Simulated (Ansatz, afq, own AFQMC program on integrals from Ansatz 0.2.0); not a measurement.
Two steps: Ansatz 0.2.0 writes the Fock matrix and Cholesky factors of the valence space, and afq projects on them the lowest state that overlaps trial and start.

```yaml
crystal:
  periodic: [false, false, false]
  atoms:
    - {symbol: Si, position_ang: [-0.600578, -0.002766, 0.000384]}
    - {symbol: C, position_ang: [1.270622, 0.005851, -0.000813]}
    - {symbol: H, position_ang: [-1.133652, 1.386628, 0.006024]}
    - {symbol: H, position_ang: [-1.123250, -0.705689, 1.203433]}
    - {symbol: H, position_ang: [-1.124835, -0.696512, -1.207293]}
    - {symbol: H, position_ang: [1.663221, -1.013334, -0.004951]}
    - {symbol: H, position_ang: [1.656753, 0.514757, 0.885080]}
    - {symbol: H, position_ang: [1.655591, 0.521489, -0.883312]}
basis:
  gaussian: {orbitals: cc-pVDZ}
magnetization: {spin_polarized: false}
correlation: {method: ccsd_t, electrons: outside_noble_gas, hamiltonian_folder: ham}
```

```sh
$ ansatz run in.yaml --threads 1 --pin off --events-out ev --progress --plain --max-ram 1843MiB
```

Options of the walk:

```
--method phaseless --trial cisd --walkers 60 --populations 1 --least-time 40 --time-step 0.005 --steps-per-block 50 --equilibration-blocks 28 --max-blocks 300 --target-error 0.00045 --factor-cut 1e-05 --seed 6005 --release-times 0.24,0.51,0.99,1.62,2.4 --release-step 0.03 --release-every 4 --taylor-order 6
```

Times are imaginary, in 1/Eh. The walk had a cap of 2035 s.

afq prints:

```
orbitals 56  electrons 7 7  factors 450 of 573
reference energy -330.29123349 Eh
CCSD correlation -0.30185176 Eh in 8 cycles, weight of the determinant in the CISD state 0.8745
energy of the start -330.593085 Eh
 block  time / (1/Eh)  mean weight  energy / Eh
     1     0.250  1.0006  -330.587290
     2     0.500  0.9977  -330.589353
     3     0.750  1.0005  -330.594566
     4     1.000  1.0009  -330.594391
     5     1.250  1.0041  -330.593223
     7     1.750  0.9980  -330.596502
     9     2.250  0.9990  -330.597355
    11     2.750  0.9969  -330.596760
    21     5.250  1.0003  -330.599410
    31     7.750  0.9990  -330.597967
    41    10.250  1.0017  -330.599621
    51    12.750  0.9974  -330.598625
    61    15.250  1.0044  -330.600033
    71    17.750  0.9972  -330.604058
    81    20.250  0.9984  -330.597810
    91    22.750  1.0024  -330.598704
   101    25.250  0.9977  -330.602063
   111    27.750  0.9994  -330.600052
   121    30.250  1.0012  -330.596922
   131    32.750  0.9984  -330.599436
   141    35.250  1.0026  -330.597193
   151    37.750  0.9994  -330.604340
   161    40.250  0.9999  -330.599213
   171    42.750  0.9965  -330.595803
   181    45.250  0.9986  -330.597828
   191    47.750  1.0028  -330.608473
   201    50.250  1.0000  -330.593949
   211    52.750  0.9988  -330.600148
   216    54.000  1.0018  -330.594537
blocks merged  error / Eh  count
     1  0.000301  190
     2  0.000365  95
     4  0.000414  47
     8  0.000436  23
    16  0.000557  11
released: time / (1/Eh)  energy / Eh  error  mean overlap
  0.24  -330.600753  0.000431  1.0104
  0.51  -330.600815  0.000402  1.0258
  0.99  -330.601295  0.000476  1.0266
  1.62  -330.600632  0.000595  1.0326
  2.40  -330.601859  0.000805  1.0701
energy -330.600500 +/- 0.000436 Eh
(rows thinned)
```

The run passed its tests (sampling time, drift between the halves within three errors, error under three times the target), which doesn't prove that it has relaxed.

Against this walk (error 11.9 meV) on the same determinant: CCSD(T) 11.0 meV higher (within the noise), CCSDT(Q) 20.9 meV lower (within the noise). The error is statistical and leaves out the bias of the constraint. Released to 2.40 1/Eh the energy moves by -37 ± 25 meV (both errors), within twice the noise.

Cautions: constraint bias not in the error.

The walk took 7.4 min on 1 thread of Arm Neoverse V1 (shared host). The log's last line is the phaseless energy.

CCSDT and higher add their correlation energy to the determinant of the CCSD(T) run, since their own runs factorise the integrals more tightly (a shift of under 2 meV). A walk keeps the symmetry of its determinant, which the program's search chose and which needn't be the lowest solution, so a lower state of the same spin and another symmetry isn't excluded.
